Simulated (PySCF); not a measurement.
# Which determinant of Mg2 lies lowest?

Unrestricted PBE0; Mg x2c-SVPall; spin-free X2C with a Gaussian nucleus (PySCF 2.14). Outer shells of the fragments: Mg 3s2; Mg 3s2.

Followed along the bond (rough minima from three points):

```
2Ms+1  unpaired  ⟨S²⟩ at the start  R at minimum (Å)  Te (eV)
    1      none               0.00              3.62     0.00
    3  σ ↑, π ↑               2.03              2.78     1.44
    3      σ ↑↑               2.00              3.03     1.51
    1  σ ↑, π ↓               1.04              2.76     1.66
```

Solutions found at the starting distance of 2.710 Å, counted from the lowest of them; the search is not exhaustive and high or unbound solutions are not listed, so other states can lie among these:

```
2Ms+1  unpaired   term  E (eV)  ⟨S²⟩  ⟨Lz²⟩
    1      none    ¹Σ⁺    0.00  0.00   0.00
    3  σ ↑, π ↑     ³Π    1.02  2.03   1.01
    1  σ ↑, π ↓  mixed    1.23  1.04   1.01
    3      σ ↑↑    ³Σ⁺    1.23  2.00   0.00
    3      π ↑↑    ³Σ⁻    3.01  2.01   0.00
    1      π ↑↓  mixed    3.14  1.01   2.03
    1      none  mixed    3.62  0.00   2.00
    3      π ↑↑  mixed    4.47  2.01   2.01
```

A term symbol is given only where ⟨S²⟩ and ⟨Lz²⟩ are close to those of a pure state; real π, δ and φ orbitals otherwise mix terms, and g/u labels are left off.

Task: Compare the gap between the two lowest followed solutions at the starting distance with the gap between their minima.

Result: At PBE0 the second solution (triplet, unpaired electrons σ ↑, π ↑) lies +1.02 eV from the first (singlet, closed shell) at 2.710 Å and +1.44 eV at the minima; the two curves relax by different amounts, since their minima lie near 2.78 and 3.62 Å.

Counting both spins, an empty level lies below a filled one in some of these solutions, because spin and occupation are held.
